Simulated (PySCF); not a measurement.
## `FC(C)=C=CF`, C$_{4}$H$_{4}$F$_{2}$

Geometry (Å), atoms numbered from 1 in this order:
```xyz
10

C    -1.380   -0.194    0.827
C    -0.573    0.246   -0.346
F    -1.322    0.805   -1.328
C     0.719    0.168   -0.477
C     2.005    0.071   -0.604
F     2.606   -1.010   -1.134
H    -0.739   -0.632    1.584
H    -2.118   -0.927    0.503
H    -1.913    0.660    1.244
H     2.725    0.817   -0.293
```

Computed with PySCF, TDDFT CAM-B3LYP/def2-SVPD circular dichroism and optical rotation, one conformer, gas phase. Geometry: GFN2-xTB.

States above about 9.3 eV lie in this functional's continuum (it starts at minus the energy of the highest occupied orbital, well below the true ionisation energy for most functionals) and depend on the basis. No stereocentre is labelled: unless the shape is locked (an allene, a helicene, a hindered biaryl), the mirror image is equally populated and a measured rotation or CD is zero.

**Question.** Draw the ECD and absorption spectra from the lowest 16 states, each a Gaussian of half-width 0.3 eV at 1/e height.

**Answer.** 
```tsv
E (eV)	λ (nm)	Δε (L mol⁻¹ cm⁻¹)	ε (L mol⁻¹ cm⁻¹)
5.17	240	-0.04	5.69
5.27	235	-0.10	15.6
5.37	231	-0.19	34.6
5.47	227	-0.28	61.6
5.57	222	-0.27	88.7
5.67	219	-0.11	104
5.77	215	+0.17	98.9
5.87	211	+0.40	77.3
5.97	208	+0.47	50
6.07	204	+0.38	27.5
6.17	201	+0.23	16.5
6.27	198	+0.10	25.3
6.37	195	+0.01	76.7
6.47	192	-0.07	218
6.57	189	-0.18	503
6.67	186	-0.36	933
6.77	183	-0.60	1400
6.87	180	-0.98	1710
6.97	178	-1.70	1810
7.07	175	-3.08	1910
7.17	173	-5.01	2490
7.27	170	-6.39	4230
7.37	168	-5.28	8030
7.47	166	-0.40	15100
7.57	164	+7.31	26600
7.67	162	+14.98	41900
7.77	159	+19.70	56700
7.87	157	+20.16	64100
7.97	155	+16.92	59600
8.07	154	+11.71	45000
8.17	152	+6.43	27600
8.27	150	+2.17	13800
8.37	148	-0.97	6090
8.47	146	-3.29	3030
8.57	145	-4.87	2280
8.67	143	-5.59	2160
8.77	141	-5.62	1930
8.87	140	-5.51	1530
8.97	138	-5.75	1190
9.07	137	-6.35	1080
9.17	135	-7.12	1270
9.27	134	-7.95	1730
9.37	132	-8.53	2320
9.47	131	-8.12	2750
9.57	130	-5.97	2750
9.67	128	-2.38	2270
```
Δε uses R in velocity form, ε uses f in length form. Only the states computed contribute, so the short-wavelength end is incomplete.

The sign of the CD band at 142 nm isn't settled: the length form gives the opposite one.
